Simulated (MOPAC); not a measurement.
MOPAC input (MNDO):

```
MNDO PRECISE GNORM=0.05 LET XYZ CHARGE=-1 GEO-OK AUX(PRECISION=9) THREADS=1
C4H7

C    -0.00558322 1    1.06374512 1   -0.38603103 1
C     0.00619137 1   -1.03716485 1   -0.05773859 1
C    -1.06341923 1    0.06866804 1    0.11781767 1
C     1.06212711 1    0.08115274 1    0.12147835 1
H    -0.01226405 1    2.06753296 1    0.06973792 1
H     0.01023035 1   -1.42530440 1   -1.07919593 1
H     0.00987292 1   -1.87345395 1    0.65675121 1
H    -1.32708106 1    0.11676990 1    1.20906634 1
H    -2.01630986 1   -0.04998724 1   -0.42504701 1
H     1.32144553 1    0.13232640 1    1.21362771 1
H     2.01820998 1   -0.02628991 1   -0.41809864 1
```

Problem. What heat of formation does the run end on?

Solution. 26.09 kcal/mol.
